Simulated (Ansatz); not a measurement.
```yaml
crystal:
  periodic: [false, false, false]
  atoms:
    - {symbol: F, position_ang: [-1.673149, -0.112243, -0.001553]}
    - {symbol: B, position_ang: [-0.457749, 0.441678, 0.003643]}
    - {symbol: Si, position_ang: [1.308002, -0.094089, -0.000352]}
basis:
  gaussian: {orbitals: def2-TZVP}
magnetization: {spin_polarized: true, initial_magnetization: 2}
hamiltonian: {xc: pbe0}
relax: {f_tol: 0.004, max_steps: 80}
```

```sh
$ ansatz run in.yaml --threads 1 --pin off --events-out ev --progress --plain --max-ram 2176MiB
```

Steps of the relaxation (energy above the last step; positions in Å, forces in eV/Å):

```
3
step 1, 498.5 meV
F    -1.673   -0.112   -0.002    1.248    1.561    0.014
B    -0.458    0.442    0.004   -2.778   -1.780   -0.016
Si    1.308   -0.094    0.000    1.531    0.219    0.002
```

```
3
step 2, 243.2 meV
F    -1.727   -0.055   -0.001    1.271    1.050    0.009
B    -0.470    0.349    0.003   -1.688   -1.395   -0.013
Si    1.374   -0.059    0.000    0.417    0.345    0.003
```

```
3
step 3, 24.6 meV
F    -1.757    0.066    0.000   -0.701    0.109    0.001
B    -0.493    0.151    0.001    1.135   -0.241   -0.002
Si    1.427    0.019    0.001   -0.434    0.132    0.001
```

```
3
step 7, 0.0 meV
F    -1.759    0.106    0.000    0.000    0.000    0.000
B    -0.479    0.082    0.001    0.000    0.000    0.000
Si    1.416    0.047    0.001    0.000    0.000    0.000
```

Close pairs at the end: F1–B2 1.280 Å, B2–Si3 1.896 Å.

A stationary point of unrestricted PBE0 after 7 steps, with ⟨S²⟩ = 2.011 against 2.00 for a pure state; no frequencies were run, so it isn't proven a minimum. 22 s on 1 thread of Arm Neoverse V1, shared host.
